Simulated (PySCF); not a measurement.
Gas-phase reaction: Si2H5 + 4 SiHF3 = 3 SiF4 + 3 SiH3

Energies from PySCF, thermal terms from the rigid-rotor harmonic-oscillator model, ideal gas at 1 bar. † marks an energy on the PBE0/def2-TZVP geometry and frequencies; other levels use their own. Open shells (unrestricted): Si2H5 (multiplicity 2), SiH3 (multiplicity 2); the rest are closed-shell singlets. Si2H5: computed as isolated molecules; such fragments, hydroxides, amides, oligomers or adducts are transient or little studied in the gas.

ωB97M-V/def2-TZVP† gives ΔH°(298 K) = 339 kJ.

Question: What do BLYP/def2-TZVP†, PBE/def2-SVP, PBE0/def2-QZVP† give?

Answer: BLYP/def2-TZVP†: 317 kJ; PBE/def2-SVP: 320 kJ; PBE0/def2-QZVP†: 317 kJ. For scale, ΔH°(298 K) is 339 kJ at this level, 345 kJ at ωB97X-V/def2-TZVP†, and runs from 229 to 490 kJ over the 20 levels computed.
